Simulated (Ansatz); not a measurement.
**SiH3Cl (SMILES [H][Si]([H])([H])Cl): methods side by side**

SiH3Cl: 5 atoms, total charge 0, spin state singlet. As SMILES, `[H][Si]([H])([H])Cl`. Geometry: relaxed at GFN2-xTB.

```xyz
5

Si    0.0003    0.0019   -0.1294
Cl    0.0107   -0.0208    1.8806
H     1.3823    0.0112   -0.5949
H    -0.7007    1.2037   -0.5665
H    -0.6925   -1.1960   -0.5898
```

Quantity: the energy change with the Si1–Cl2 bond stretched from 2.010 to 3.015 Å, in eV. The values are calculated.

```csv
level,kind,program,value (eV),less FCI/STO-3G,CPU time (all runs)
revPBE/STO-3G (restricted),GGA,Ansatz,2.72,-0.38,1.4 s
r2SCAN/STO-3G (restricted),meta-GGA,Ansatz,3.01,-0.09,2.9 s
wB97M-V/STO-3G (restricted),range-separated hybrid,Ansatz,3.46,+0.36,15 s
wB97X/STO-3G (restricted),range-separated hybrid,Ansatz,3.51,+0.41,7.6 s
B2PLYP/STO-3G (restricted),double hybrid,Ansatz,3.20,+0.10,1.7 s
BCCD(T)/STO-3G (restricted),coupled cluster or CI,Ansatz,3.11,+0.01,0.31 s
CCSDT/STO-3G (restricted),coupled cluster or CI,Ansatz,3.10,0.00,0.38 s
CCSDTQ/STO-3G (restricted),coupled cluster or CI,Ansatz,3.10,0.00,4.9 s
FCI/STO-3G,exact in the basis,Ansatz,3.10,0.00,1.8 s
```

FCI/STO-3G is exact within its basis and frozen core, so for wave-function methods in that basis the difference is their error; functionals converge differently with the basis, so for them it is only a difference. The first shape isn't each level's own minimum. The values span 2.72 to 3.51 eV. All rows use very small basis sets, so even the best lies far from the true value. CPU times are rough (shared hosts, several kinds of processor): they show what a rung costs within a factor of a few.
